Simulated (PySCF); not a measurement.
# Relaxation of doublet [NH3]+

Method: PySCF, UPBE0, basis N def2-TZVP, H def2-TZVP (no relativity, density fitting). A (50,194) grid was used.

A hand-made trigonal planar start, of D3h symmetry, held to at least that symmetry:

Coordinates in bohr (charge 1 multiplicity 2):
```
N     0.0000    0.0000    0.0000
H     1.9075    0.0000    0.0000
H    -0.9538    1.6520    0.0000
H    -0.9538   -1.6520    0.0000
```

At each step, columns x, y, z (Å) and Fx, Fy, Fz (eV/Å):

```
step 0  E − E(last) = 1.35 kJ/mol
N    0.000   0.000   0.000  -0.001   0.000   0.000
H    1.009   0.000   0.000   0.647   0.000   0.000
H   -0.505   0.874   0.000  -0.323   0.560   0.000
H   -0.505  -0.874   0.000  -0.323  -0.560   0.000
step 1  E − E(last) = 0.00 kJ/mol
N    0.000   0.000   0.000  -0.001   0.000   0.000
H    1.025   0.000   0.000  -0.023   0.000   0.000
H   -0.512   0.887   0.000   0.012  -0.019   0.000
H   -0.512  -0.887   0.000   0.012   0.019   0.000
step 2  E − E(last) = 0.00 kJ/mol
N    0.000   0.000   0.000  -0.001   0.000   0.000
H    1.024   0.000   0.000  -0.001   0.000   0.000
H   -0.512   0.887   0.000   0.001  -0.001   0.000
H   -0.512  -0.887   0.000   0.001   0.001   0.000
```

It ends at D3h with N–H 1.024 Å (×3); H–N–H 120.0° (×3). A frequency run shows a minimum. Other isomers or separated fragments may lie lower.

The relaxation took 1.3 s on 2 threads of a shared Arm Neoverse V1 host, with 49 basis functions and 3 gradients; the process peaked at 0.4 GiB. Launch command: `OMP_NUM_THREADS=2 python axn.py task.json out`.
